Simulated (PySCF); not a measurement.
C4H7N2 (charge +1).
Bonds: C1–N2, N2–C3 (aromatic), C3–C4 (aromatic), C4–N5 (aromatic), N5–C6 (aromatic), N2–C6 (aromatic). Hydrogens: H7, H8, H9 on C1; H10 on C3; H11 on C4; H12 on N5; H13 on C6.

The same species was optimised twice, with GFN2-xTB and with PBE0-D3(BJ)/def2-SVP (PySCF), and the same property calculations (PySCF, gas phase) were run on both structures.

```json
{"coordinate": "C1–N2 (Å)", "GFN2-xTB": "1.438", "PBE0-D3(BJ)/def2-SVP": "1.457", "change": "+0.019"}
{"coordinate": "N2–C3 (Å)", "GFN2-xTB": "1.364", "PBE0-D3(BJ)/def2-SVP": "1.378", "change": "+0.014"}
{"coordinate": "C4–N5 (Å)", "GFN2-xTB": "1.360", "PBE0-D3(BJ)/def2-SVP": "1.372", "change": "+0.012"}
{"coordinate": "N2–C6 (Å)", "GFN2-xTB": "1.326", "PBE0-D3(BJ)/def2-SVP": "1.331", "change": "+0.005"}
{"coordinate": "C3–C4 (Å)", "GFN2-xTB": "1.362", "PBE0-D3(BJ)/def2-SVP": "1.364", "change": "+0.002"}
{"coordinate": "N5–C6 (Å)", "GFN2-xTB": "1.332", "PBE0-D3(BJ)/def2-SVP": "1.333", "change": "+0.001"}
{"coordinate": "C4–N5–C6 (°)", "GFN2-xTB": "108.8", "PBE0-D3(BJ)/def2-SVP": "109.7", "change": "+0.9"}
{"coordinate": "C1–N2–C6 (°)", "GFN2-xTB": "126.7", "PBE0-D3(BJ)/def2-SVP": "125.8", "change": "-0.9"}
{"coordinate": "N2–C6–N5 (°)", "GFN2-xTB": "108.8", "PBE0-D3(BJ)/def2-SVP": "108.0", "change": "-0.8"}
{"coordinate": "C3–N2–C6 (°)", "GFN2-xTB": "108.3", "PBE0-D3(BJ)/def2-SVP": "108.9", "change": "+0.6"}
{"coordinate": "C3–C4–N5 (°)", "GFN2-xTB": "106.7", "PBE0-D3(BJ)/def2-SVP": "106.2", "change": "-0.5"}
{"coordinate": "C1–N2–C3 (°)", "GFN2-xTB": "125.0", "PBE0-D3(BJ)/def2-SVP": "125.3", "change": "+0.3"}
{"coordinate": "N2–C3–C4 (°)", "GFN2-xTB": "107.5", "PBE0-D3(BJ)/def2-SVP": "107.2", "change": "-0.3"}
```

Rotational constants: A = 9064, B = 3572, C = 2604 MHz (GFN2-xTB) against A = 8882, B = 3541, C = 2574 MHz (PBE0-D3(BJ)/def2-SVP). Point groups within 0.08 Å: Cs and Cs.

On the GFN2-xTB structure: lowest singlet, TDDFT (eV) 6.30 [B3LYP/def2-SVPD]; lowest triplet, Tamm–Dancoff (eV) 4.57 [B3LYP/def2-SVPD]; isotropic polarisability (au) 53.3 [B3LYP/def2-SVPD]; HOMO (eV) -12.36 [B3LYP/def2-SVPD]; LUMO (eV) -5.66 [B3LYP/def2-SVPD]; HOMO (eV) -12.59 [PBE0/pcSseg-1]; LUMO (eV) -5.36 [PBE0/pcSseg-1]; GIAO shielding of C1 (ppm) 150.1 [PBE0/pcSseg-1]; GIAO shielding of N2 (ppm) 57.6 [PBE0/pcSseg-1]; GIAO shielding of C3 (ppm) 55.2 [PBE0/pcSseg-1]; GIAO shielding of C4 (ppm) 57.5 [PBE0/pcSseg-1]; GIAO shielding of N5 (ppm) 76.6 [PBE0/pcSseg-1]; GIAO shielding of C6 (ppm) 48.8 [PBE0/pcSseg-1].

Problem. What do these properties become on the PBE0-D3(BJ)/def2-SVP structure?

Solution. 
```
                                    property            level  on GFN2-xTB  on PBE0-D3(BJ)/def2-SVP  change
                  lowest singlet, TDDFT (eV)  B3LYP/def2-SVPD         6.30                     6.31   +0.01
           lowest triplet, Tamm–Dancoff (eV)  B3LYP/def2-SVPD         4.57                     4.59   +0.02
               isotropic polarisability (au)  B3LYP/def2-SVPD         53.3                     54.1    +0.8
                                   HOMO (eV)  B3LYP/def2-SVPD       -12.36                   -12.37   -0.01
                                   LUMO (eV)  B3LYP/def2-SVPD        -5.66                    -5.66    0.00
energy, GFN2-xTB geometry as zero (kcal/mol)  B3LYP/def2-SVPD          0.0                     -1.1    -1.1
                                   HOMO (eV)    PBE0/pcSseg-1       -12.59                   -12.60   -0.01
                                   LUMO (eV)    PBE0/pcSseg-1        -5.36                    -5.36    0.00
energy, GFN2-xTB geometry as zero (kcal/mol)    PBE0/pcSseg-1          0.0                     -0.5    -0.5
                  GIAO shielding of C1 (ppm)    PBE0/pcSseg-1        150.1                    146.4    -3.7
                  GIAO shielding of N2 (ppm)    PBE0/pcSseg-1         57.6                     53.5    -4.1
                  GIAO shielding of C3 (ppm)    PBE0/pcSseg-1         55.2                     53.1    -2.1
                  GIAO shielding of C4 (ppm)    PBE0/pcSseg-1         57.5                     56.2    -1.3
                  GIAO shielding of N5 (ppm)    PBE0/pcSseg-1         76.6                     74.6    -2.0
                  GIAO shielding of C6 (ppm)    PBE0/pcSseg-1         48.8                     47.1    -1.7
```

The heavy atoms differ by 0.013 Å rms after alignment. Among bonds between heavy atoms C1–N2 changes most (+0.019 Å). Changes are differences of the printed values. Neither structure is proved a minimum here. Isolated species at its PBE0-D3(BJ)/def2-SVP geometry, gas phase.
